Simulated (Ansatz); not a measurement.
hcp Hf, treated with BLYP (PAW; Ansatz, a program for electronic structure).

Settings: plane-wave cutoff 520 eV, 24×24×14 k mesh (along the axes of the cell as run), Fermi–Dirac smearing 0.036 eV (set by the program), scalar-relativistic PAW data made under PBE.

Computed at the level's own relaxed cell.

```xyz
2
Lattice="3.2326 0.0000 0.0000 -1.6163 2.7995 0.0000 0.0000 0.0000 5.1091" Properties=species:S:1:pos:R:3 pbc="T T T"
Hf     1.6163     0.9332     3.8318
Hf     0.0000     1.8663     1.2773
```

Problem. Give the elastic tensor (Voigt notation, GPa, ions relaxed, in the Cartesian axes of the cell as printed).

Solution. 
```
  167.3    66.1    68.5     0.0     0.0     0.0
   66.1   167.3    68.5     0.0     0.0     0.0
   68.5    68.5   179.9     0.0     0.0     0.0
    0.0     0.0     0.0    47.0     0.0     0.0
    0.0     0.0     0.0     0.0    47.0     0.0
    0.0     0.0     0.0     0.0     0.0    50.6
```

Spin–orbit coupling is not included.
